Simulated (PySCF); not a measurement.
**How exact exchange moves a shielding**

Molecule: `CCCN(C)C`, C₅H₁₃N.

Cartesian coordinates in Å; atom numbers follow the order of the lines, from 1:
```xyz
19

C     2.5371    0.7992    0.6842
C     1.0520    0.9783    0.4167
C     0.3806   -0.3140   -0.0257
N    -0.9915   -0.1541   -0.4517
C    -1.8851    0.2395    0.6062
C    -1.4794   -1.3064   -1.1625
H     2.7157    0.0566    1.4788
H     3.0047    1.7423    1.0047
H     3.0707    0.4538   -0.2159
H     0.8860    1.7351   -0.3683
H     0.5657    1.3667    1.3271
H     0.9455   -0.7204   -0.8820
H     0.4727   -1.0751    0.7884
H    -2.8978    0.3927    0.2025
H    -1.5662    1.1898    1.0575
H    -1.9593   -0.5170    1.4227
H    -0.8271   -1.5292   -2.0214
H    -2.4912   -1.1115   -1.5508
H    -1.5329   -2.2264   -0.5341
```

GIAO shieldings (ppm, equivalent atoms averaged) in PySCF 2.14 on the PBE0-D3(BJ)/def2-SVP geometry, basis pcSseg-1, gas phase, non-relativistic:

```csv
functional,exact exchange (%),σ(C3),σ(C5/C6),σ(N4)
BLYP,0,108.7,128.1,206.3
BP86,0,114.6,133.0,213.7
PBE,0,114.9,133.6,213.6
B3LYP,20,115.1,133.2,216.1
PBE0,25,122.3,139.3,224.7
mPW1PW91,25,121.8,138.5,223.9
HF,100,135.5,149.6,244.6
```

Problem. Fit each shielding as a line in the percentage of exact exchange.

Solution. σ(C3) = 113.4 + 0.23 x (rms 2.7 ppm); σ(C5/C6) = 132.1 + 0.18 x (rms 2.3 ppm); σ(N4) = 212.3 + 0.34 x (rms 3.3 ppm). The functionals also differ in their semilocal parts, which the line can't hold; Hartree–Fock has no correlation at all.

Problem. What does the line predict for BHandHLYP (50 %), and what does the run give?

Solution. σ(C3): 124.9 predicted, 123.0 computed; σ(C5/C6): 141.1 predicted, 139.7 computed; σ(N4): 229.3 predicted, 227.7 computed ppm.
